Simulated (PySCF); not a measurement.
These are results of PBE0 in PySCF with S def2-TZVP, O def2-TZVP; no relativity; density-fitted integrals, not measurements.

Each entry is the lowest minimum that a search over a few typed start shapes (and spin states, where more than one is plausible) found, or that minimum re-optimised at the stated level; isomers with ligand–ligand bonds, or fragments after loss of a ligand pair, can lie lower. Open shells are unrestricted.

SO₂⁺ is a doublet of C2v symmetry with S–O 1.418 Å (×2); O–S–O 132.6°. Its wavenumbers are 424, 1154, 1346 cm⁻¹.

Task: What changes when one electron is removed, giving SO₂²⁺?

Result: It costs 21.26 eV between the minima (21.28 eV with zero-point energy). SO₂²⁺ is a singlet of D∞h symmetry with S–O 1.395 Å (×2); O–S–O 180.0°; wavenumbers 272 (×2), 1148, 1624 cm⁻¹.
